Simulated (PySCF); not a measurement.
Spin-rotation constants: SMILES C/C=C(/F)CO, C4H7FO

Geometry:
```
atom   x (Å)   y (Å)   z (Å)
  C1  -1.736  -0.595  -0.517
  C2  -1.032   0.528   0.164
  C3   0.275   0.688   0.299
  F4   0.712   1.793   0.961
  C5   1.414  -0.158  -0.195
  O6   2.434   0.596  -0.803
  H7  -2.411  -0.200  -1.275
  H8  -2.341  -1.139   0.208
  H9  -1.048  -1.292  -0.985
 H10  -1.672   1.280   0.607
 H11   1.894  -0.658   0.654
 H12   1.031  -0.925  -0.882
 H13   2.044   1.207  -1.439
```

Computed, not measured: PySCF 2.14.0, GIAO KT3/pcSseg-1 magnetisability, rotational g tensor and spin-rotation constants, non-relativistic, gas phase. Geometry: GFN2-xTB, dihedral held. The dihedral F4–C3–C5–O6 is held at 315°.

Problem. Give the nuclear spin-rotation constants along the inertial axes (H = +C I·J) beside the isotropic shieldings.

Solution. Rotational constants 5.4723, 2.4426, 1.8086 GHz. A star marks the isotopologue with that one atom substituted, in its own axes.
```tsv
atom	isotope	Caa (kHz)	Cbb (kHz)	Ccc (kHz)	mean (kHz)	σ (ppm)
F4	19F	8.576	2.960	1.385	4.307	266.9
H7	1H	-0.384	-0.265	-0.015	-0.222	29.9
H8	1H	-0.220	-0.261	-0.073	-0.184	29.9
H9	1H	-0.435	0.006	-0.207	-0.212	30.2
H10	1H	-0.389	0.114	-0.187	-0.154	26.6
H11	1H	-0.479	-0.230	0.078	-0.210	27.3
H12	1H	-0.384	0.089	-0.171	-0.155	26.7
H13	1H	-0.705	-0.326	0.005	-0.342	32.0
C1	13C*	0.834	0.327	0.239	0.467	169.7
C2	13C*	1.510	0.928	0.286	0.908	84.0
C3	13C*	1.756	1.184	0.495	1.145	26.1
C5	13C*	1.077	0.563	0.370	0.670	123.0
O6	17O*	-0.593	-0.250	-0.081	-0.308	293.1
```
For the geometry as given, no vibrational averaging.
